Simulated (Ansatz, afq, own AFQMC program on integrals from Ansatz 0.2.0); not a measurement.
# B2, singlet in cc-pVDZ, levels against full CI

```xyz
2

B     0.0000    0.0000    0.0000
B     0.0000    0.0000    3.6190
```

Basis cc-pVDZ. Only valence electrons are correlated. Integrals, coupled cluster, full CI and functionals: Ansatz 0.2.0; the random walks run on the same integrals in our own AFQMC program. ph-AFQMC/CISD is guided by a CISD state made of CCSD amplitudes; releasing the constraint for a short imaginary time cuts its bias at the price of noise, slowly where states lie close. ± is one standard error of the sampling.

Determinant: UHF, the one that the program's search chose, which needn't be the lowest solution. The geometry is a point of a scan.

Full CI on the same integrals is exact in this basis and with this determinant's frozen core.

Cautions: unrestricted determinant spin contaminated (⟨S²⟩ 1.02 against 0.00); the released energies are still falling, so no released level is given (meV from the phaseless value at times in 1/Eh: -3.3 ± 2.2 at 0.24, -14 ± 5 at 0.51, -12.9 ± 1.8 at 0.99, -14 ± 4 at 1.62, -19.3 ± 1.8 at 2.40); the next higher spin lies close (full CI puts it 6 meV above); walk and cluster series may follow different spin states.

```
T1 diagnostic                               : 0.0177
weight of the determinant in the CISD state : 0.873
⟨S²⟩ of the determinant                     : 1.025
size of the correlated space                : 6 electrons in 26 orbitals
```

| level | correlation energy (eV) |
| --- | --- |
| MP2 | -2.0055 |
| CCSD | -3.2136 |
| CCSD(T) | -3.2633 |

Question: Estimate where phaseless AFQMC with a CISD trial lies against CCSD(T) on the same integrals.

Answer: 20.8 ± 1.8 meV above CCSD(T).

Reference: full CI, correlation energy -3.382 eV. The cautions show a poor starting determinant, so the rows tell how each method copes with it here, and full CI is the sure value.

```csv
level,E − E(reference) (meV),share of correlation (%)
CCSD(T),118.4,96.50
ph-AFQMC/CISD,139.2 ± 1.8,95.88
```
